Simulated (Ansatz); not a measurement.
# BS⁻, triplet: reading a ladder of total energies

Geometry: that of the BS⁻, singlet, kept fixed. The singlet lies 2.7 eV lower here.

```yaml
atoms:
  - { symbol: B, position_ang: [0.0000, 0.0000, 0.0000] }
  - { symbol: S, position_ang: [0.0000, 0.0000, 1.6853] }
```

Basis aug-cc-pVTZ; Ansatz 0.2.0. Only valence electrons are correlated (noble-gas cores frozen), which leaves 10 electrons in 90 orbitals. R marks a restricted (for open shells ROHF) determinant, U an unrestricted one. This anion state lies near or above the neutral species, so the extra electron is weakly bound or unbound and the energies hang on the diffuse functions.

Full CI isn't at hand for all of this; UCCSDT(Q) serves as the reference, and is uncertain by the last step of the cluster series or more.

UCCSD has a T1 diagnostic of 0.034 and a largest doubles amplitude of 0.05.

Runs differ by some tens of microhartree through their thresholds and, for an open shell, their frozen cores, so steps under 0.03 kcal/mol mean nothing.

Here the R and U totals at CCSDT(Q) differ by 0.11 kcal/mol, a measure of how far such totals hang on the determinant and its frozen core.

| level | total energy (hartree) |
| --- | --- |
| UHF | -422.166682 |
| UMP2 | -422.406614 |
| UCCSD | -422.427153 |
| UCCSD(T) | -422.443176 |
| UCCSDT | -422.444434 |
| UCCSDT(Q) | -422.445594 |

Question: What is the correlation energy at UCCSDT(Q), and what share of it do UMP2 and UCCSD recover?

Answer: E(corr) = -422.445594 − (-422.166682) = -0.278912 hartree = -7.590 eV. UMP2: -0.239932 / -0.278912 = 86.02 %. UCCSD: -0.260471 / -0.278912 = 93.39 %.

Question: By how many kcal/mol does UCCSD(T) miss UCCSDT(Q) (1 hartree = 627.509 kcal/mol), and which steps make up the rest?

Answer: -422.443176 − (-422.445594) = 0.002418 hartree = 1.52 kcal/mol. Steps: UCCSDT − UCCSD(T) = -0.79, UCCSDT(Q) − UCCSDT = -0.73 kcal/mol. Differences between like states or geometries often cancel part of this.
